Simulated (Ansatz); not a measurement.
The input, for Ansatz 0.2.0:

```yaml
crystal:
  periodic: [false, false, false]
  atoms:
    - {symbol: Al, position_ang: [0.000000, 0.000000, 0.852193]}
    - {symbol: C, position_ang: [0.000000, 0.000000, -2.180807]}
    - {symbol: H, position_ang: [0.000000, 1.398998, 1.587168]}
    - {symbol: H, position_ang: [0.000000, -1.398998, 1.587168]}
basis:
  gaussian: {orbitals: "6-31G*"}
correlation: {method: fic_mrcisd_q, electrons: outside_noble_gas, active_space: {window: {electrons: 5, orbitals: 5}}}
magnetization: {spin_polarized: true, initial_magnetization: 3}
```

```sh
$ ansatz run in.yaml --threads 1 --pin off --events-out ev --progress --plain --max-ram 2393MiB
```

Task: How does this run end?

Result: Refused. The input was made wrong on purpose (active space on unrestricted orbitals), so the run isn't a sound calculation of what was asked.
```
Error: invalid value for `correlation.active_space`: it starts from restricted Hartree–Fock orbitals; set hamiltonian.xc: hf without magnetization.spin_polarized
```
